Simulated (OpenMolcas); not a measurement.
# One shape, several levels: C2H5F (SMILES CCF)

Wanted: a comparison of 3 runs (B3LYP/6-31G*, BLYP/def2-TZVP, CCSD/pcseg-1) of C2H5F. 

Program for the calculation: OpenMolcas 26.06.

3 further runs of the same task are left out: 1 that didn't finish, 2 set aside as unsound or not needed.

## (1) Starting point

The species is C2H5F (8 atoms), meant as a singlet with charge 0. SMILES: `CCF`. Geometry: relaxed at PBE0-D4/def2-TZVP.

Bond lengths: C1–C2 1.504 Å, C2–F3 1.386 Å, C1–H4 1.093 Å, C1–H5 1.092 Å, C1–H6 1.091 Å, C2–H7 1.094 Å, C2–H8 1.094 Å. Some angles: C1–C2–F3 110.1°, C1–C2–H7 111.6°, C1–C2–H8 111.6°, F3–C2–H7 107.4°, F3–C2–H8 107.4°, C2–C1–H4 109.9°, C2–C1–H5 110.8°, C2–C1–H6 110.8°, H7–C2–H8 108.6°, H4–C1–H5 108.4°.

## (2) Energy and gradient at B3LYP/6-31G(d) (Cartesian functions) (run 1)

mol.inp

```
&GATEWAY
  BasLib=$CurrDir
  Coord
  8
  angstrom
  C       -0.431700       0.566900      -0.264600
  C        0.378400      -0.599100       0.230500
  F        1.663300      -0.186400       0.546500
  H       -1.443900       0.237400      -0.512600
  H        0.018600       0.998500      -1.160400
  H       -0.500300       1.343000       0.499800
  H        0.464000      -1.381500      -0.529800
  H       -0.056300      -1.036000       1.134800
  Basis=6-31Gs
  Group=NoSym

&SEWARD
  GridInput
  Grid=UltraFine
  End of Grid

&SCF
  KSDFT=B3LYP
  Thresholds=1e-10 1e-07 1e-07 1e-05
  PrOrbitals=1 1

&ALASKA
```

The basis set 6-31G* is read from a file made from the Basis Set Exchange's data (not shown).

Run with:

```bash
$ export MOLCAS_MEM=1860
$ pymolcas mol.inp > mol.log
```

Output:

```text
--- Start Module: gateway ---
[...]
--- Stop Module: gateway /rc=_RC_ALL_IS_WELL_ ---
[...]
      Basis functions           55
[...]
--- Start Module: scf ---
[...]
       Convergence after  13 Iterations
[...]
::    Total KS-DFT energy                            -179.0562069162
[...]
      Total spin, S                                     0.0000000000
[...]
      Total electronic charge=   26.000000
      Total            charge=   -0.000000
[...]
      Dipole Moment (debye):
      Origin of the operator (angstrom)=    0.6127   -0.0784    0.1957
                   X= -1.6123E+00               Y= -3.2332E-01               Z= -4.3686E-01           Total=  1.7014E+00
      Quadrupole Moment (debye*angstrom):
[...]
--- Stop Module: scf /rc=_RC_ALL_IS_WELL_ ---
[...]
--- Start Module: alaska ---
[...]
 *              Molecular gradients               *
 **************************************************
  Irreducible representation: a
 ------------------------------------------------------------------------------------------
                              X                       Y                       Z
 ------------------------------------------------------------------------------------------
  C1                3.38403081238159E-03   -2.05997272267489E-03    1.54200047457476E-03
  C2               -2.18172926956850E-03    4.62886897670955E-03   -1.68289307673047E-03
  F3               -6.32160102334112E-03   -3.02055409925539E-03   -1.34336166012883E-03
  H4                2.38394875154047E-03   -1.13791969970523E-04    7.68053686246439E-04
  H5               -9.76643495556928E-04   -1.15014508216427E-03    1.61870561719102E-03
  H6               -5.34311020515821E-05   -1.79106929160699E-03   -1.37268067105367E-03
  H7                1.48789911573291E-03    2.01714950415433E-03    1.50540955199441E-03
  H8                2.27752621082855E-03    1.48951468485059E-03   -1.03523392210558E-03
[...]
--- Stop Module: alaska /rc=_RC_ALL_IS_WELL_ ---
[...]
```

Run time: 20 s. Hardware: 1 thread of Arm Neoverse V1, shared host; peak memory 0.39 GiB.

## (3) Energy and gradient at BLYP/def2-TZVP (run 2)

struct.xyz

```xyz
8

C     -0.431700     0.566900    -0.264600
C      0.378400    -0.599100     0.230500
F      1.663300    -0.186400     0.546500
H     -1.443900     0.237400    -0.512600
H      0.018600     0.998500    -1.160400
H     -0.500300     1.343000     0.499800
H      0.464000    -1.381500    -0.529800
H     -0.056300    -1.036000     1.134800
```

mol.input

```
&GATEWAY
 BasLib=$CurrDir
 Coord=struct.xyz
 Basis=def2-TZVP
 Group=NoSym

&SEWARD
 GridInput
 Grid=UltraFine
 End of Grid

&SCF
 KSDFT=BLYP
 Thresholds=1e-10 1e-07 1e-07 1e-05
 PrOrbitals=1 2

&ALASKA
```

The basis set def2-TZVP is read from a file made from the Basis Set Exchange's data (not shown).

Run with:

```bash
$ export MOLCAS_MEM=1860
$ pymolcas mol.input > mol.log
```

Output:

```text
--- Start Module: gateway ---
[...]
--- Stop Module: gateway /rc=_RC_ALL_IS_WELL_ ---
[...]
      Basis functions          123
[...]
--- Start Module: scf ---
[...]
       Convergence after  15 Iterations
[...]
::    Total KS-DFT energy                            -179.0790758915
[...]
      Total spin, S                                     0.0000000000
[...]
      Total electronic charge=   26.000000
      Total            charge=   -0.000000
[...]
      Dipole Moment (debye):
      Origin of the operator (angstrom)=    0.6127   -0.0784    0.1957
                   X= -1.6933E+00               Y= -3.3530E-01               Z= -4.5970E-01           Total=  1.7864E+00
      Quadrupole Moment (debye*angstrom):
[...]
--- Stop Module: scf /rc=_RC_ALL_IS_WELL_ ---
[...]
--- Start Module: alaska ---
[...]
 *              Molecular gradients               *
 **************************************************
  Irreducible representation: a
 ------------------------------------------------------------------------------------------
                              X                       Y                       Z
 ------------------------------------------------------------------------------------------
  C1                3.28807733313008E-03   -3.69125506924295E-03    1.84679355985096E-03
  C2                1.14771745823816E-02    8.06815141603412E-03    1.87602177090529E-03
  F3               -1.98889805286893E-02   -5.76972662845865E-03   -5.01419791734614E-03
  H4                3.86423990573848E-03    7.06352538126787E-04    1.06077356576995E-03
  H5               -1.26964939398011E-03   -1.75565486943929E-03    3.21051040424924E-03
  H6                5.07026588643655E-04   -2.96208273873333E-03   -2.50981268508310E-03
  H7                4.24231587449198E-05    3.34675219487801E-03    2.87030522834941E-03
  H8                1.97968835401641E-03    2.05746315686950E-03   -3.34039392665852E-03
[...]
--- Stop Module: alaska /rc=_RC_ALL_IS_WELL_ ---
[...]
```

Run time: 67 s. Hardware: 1 thread of Arm Neoverse V1, shared host; peak memory 0.8 GiB.

## (4) A single-point energy at CCSD/pcseg-1 (run 3)

struct.xyz is that of step 3.

calc.inp

```
>>> EXPORT MOLCAS_PRINT=2
&GATEWAY
BasLib=$CurrDir
Coord=struct.xyz
Basis=pcseg-1
Group=NoSym
&SEWARD
&SCF
Thresholds=1e-10 1e-07 1e-07 1e-05
PrOrbitals=1 1
&RASSCF
FileOrb=$Project.ScfOrb
Spin=1
Nactel=0 0 0
Inactive=13
Ras2=0
OutOrbitals=Canonical
OrbListing=NoCore
&MOTRA
JobIph
Frozen=3
&CCSDT
CCSD
Iterations=80
Accuracy=1e-08
Extrapolation=5 4
```

The basis set pcseg-1 is read from a file made from the Basis Set Exchange's data (not shown).

Run with:

```bash
$ export MOLCAS_MEM=1860
$ pymolcas calc.inp > calc.log
```

Output:

```text
--- Start Module: gateway ---
[...]
--- Stop Module: gateway /rc=_RC_ALL_IS_WELL_ ---
[...]
      Basis functions           67
[...]
       Convergence after  13 Iterations
[...]
::    Total SCF energy                               -178.0313609769
[...]
      Total spin, S                                     0.0000000000
[...]
      Number of active orbitals                  0
[...]
      Spin quantum number                      0.0
[...]
      Active orbitals                            0
[...]
      Number of CSFs                             1
[...]
      Number of root(s) required                 1
[...]
      Convergence after  4 iterations
[...]
      Natural orbitals and occupation numbers for root  1
      ************************************************************************************************************************
      *                                                    Final results                                                     *
      ************************************************************************************************************************
[...]
::    RASSCF root number  1 Total energy:   -178.03136098
[...]
      Total electronic charge=   26.000000
      Total            charge=   -0.000000
[...]
      Dipole Moment (debye):
      Origin of the operator (angstrom)=    0.6127   -0.0784    0.1957
                   X= -2.1424E+00               Y= -5.1617E-01               Z= -5.6256E-01           Total=  2.2744E+00
      Quadrupole Moment (debye*angstrom):
[...]
--- Start Module: motra ---
[...]
      *** WARNING: Default frozen orbitals is overwritten by user input.
      *** Default values:   3
[...]
--- Stop Module: motra /rc=_RC_ALL_IS_WELL_ ---
--- Start Module: ccsdt ---
[...]
      Convergence after                    15  Iterations
      Total energy (diff) :    -178.53597865       0.00000000
[...]
--- Stop Module: ccsdt /rc=_RC_ALL_IS_WELL_ ---
[...]
```

Run time: 14 s. Hardware: 1 thread of Arm Neoverse V1, shared host; peak memory 0.41 GiB.

## (5) All runs side by side

```tsv
run	level	Cartesian functions	task	energy (Eh)	dipole moment (D) of the reference	HOMO energy (eV)	LUMO energy (eV)	wall time
1	B3LYP/6-31G* (Cartesian functions)	yes	gradient	-179.056207	1.70	-8.73	2.79	20 s
2	BLYP/def2-TZVP	no	gradient	-179.079076	1.79	-7.61	0.58	67 s
3	CCSD/pcseg-1	no	energy	-178.535979	2.27	-13.53	4.36	14 s
```

## (6) Outcome

| quantity | value |
| --- | --- |
| run 3: total energy | -178.53598 Eh |
| run 3: dipole moment (mean-field density) | 2.27 D |
| run 3: HOMO energy (Hartree–Fock orbitals) | -13.53 eV |
| run 3: LUMO energy (Hartree–Fock orbitals) | 4.36 eV |
| run 3: HOMO–LUMO gap (Hartree–Fock orbitals) | 17.89 eV |
| run 3: correlation energy (3 core orbitals frozen) | -504.6 mEh |

In words: Totals of different functionals can't be ranked against each other. All runs together took 1.7 min, the longest 67 s.
